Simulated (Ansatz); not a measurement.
A made-up structure of SiH₃SO (charge +1), singlet:

Si1  (-0.325, 0.357, -0.611)
O2  (-0.023, -0.536, 1.357)
S3  (-0.159, -1.245, -0.160)
H4  (-1.694, 0.836, -0.829)
H5  (0.872, 0.990, -1.179)
H6  (0.941, -0.441, 1.404)
(Å)

It is relaxed with PBE-D4/def2-SVP and then PBE0-D4/def2-TZVP (Ansatz 0.2.0). Atoms count as bonded within 1.22 times the sum of their covalent radii (H–H: 0.88 Å). The end point is not checked to be a true minimum.

(1) Does its bonding change? (Judge from chemistry; the calculation decides.)

Results:

(1) By the calculation: Yes. Formed: Si1–O2; broken: none.

Where it ends: The first stage lowers the energy by 4.55 eV in 8 steps. It ends as SiH₃SO ([OH]1[SiH2][S]1), total charge +1:
```json
{"atom": "Si1", "x (Å)": "-0.3114", "y (Å)": "0.3258", "z (Å)": "-0.6002"}
{"atom": "O2", "x (Å)": "-0.0286", "y (Å)": "-0.3374", "z (Å)": "1.0381"}
{"atom": "S3", "x (Å)": "-0.1490", "y (Å)": "-1.7049", "z (Å)": "-0.1531"}
{"atom": "H4", "x (Å)": "-1.6429", "y (Å)": "0.9392", "z (Å)": "-0.6554"}
{"atom": "H5", "x (Å)": "0.8831", "y (Å)": "1.0308", "z (Å)": "-1.0838"}
{"atom": "H6", "x (Å)": "0.8607", "y (Å)": "-0.2917", "z (Å)": "1.4357"}
```

Labels in which every atom is bracketed show which atoms are joined, not bond orders.

For scale, one of the runs: PBE0-D4/def2-TZVP relaxation, 123 basis functions, launched by `ansatz run in.yaml --threads 2 --pin off --events-out ev --progress --plain --max-ram 4352MiB`. The run took about 16 s on 2 CPU threads of an Arm Neoverse V2 (shared host).
